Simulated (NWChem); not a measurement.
Molecule: hydrogen fluoride (HF); SMILES F

```xyz
2

F      0.0000     0.0000     0.0932
H      0.0000     0.0000    -0.8391
```
Atoms are numbered in this order, from 1.

All runs use the structure optimised with PBE-D3(BJ)/def2-SVP.

**Question.** Give the principal values of the shielding tensors (ppm) of F1 from PBE/pcSseg-0, GIAO (NWChem), with their diamagnetic and paramagnetic parts as GIAO splits them.

**Answer.** 
```json
[
 {"atom": "F1", "σ11": "363.1", "σ22": "363.1", "σ33": "483.1", "isotropic": "403.1", "diamagnetic": "466.2", "paramagnetic": "-63.1"}
]
```
